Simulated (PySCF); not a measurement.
**Name the molecule from its bond curve**

A diatomic of charge 0 contains S. Its doublet curve at PBE0 in a double-zeta basis (no relativity, PySCF), in eV from the separated fragments:

```
R (Å)  E (eV)
1.861  -2.607
1.948  -2.866
2.034  -3.011
2.099  -3.063
2.164  -3.077
2.229  -3.063
2.316  -3.008
2.424  -2.900
2.554  -2.733
2.727  -2.477
```

The fit gives ωe = 575 cm⁻¹ and the rotational constant Bₑ = 0.6273 cm⁻¹.

Which atom is the partner?

The minimum lies at 2.161 Å, so the reduced mass is 16.8576 u Å² cm⁻¹/(Bₑ·Re²) = 5.755 u. With S at 31.97 u the partner weighs about 7.0 u: Li. The molecule is LiS.

The state is the lowest determinant that a PBE0 search found; another state may lie lower at other levels.
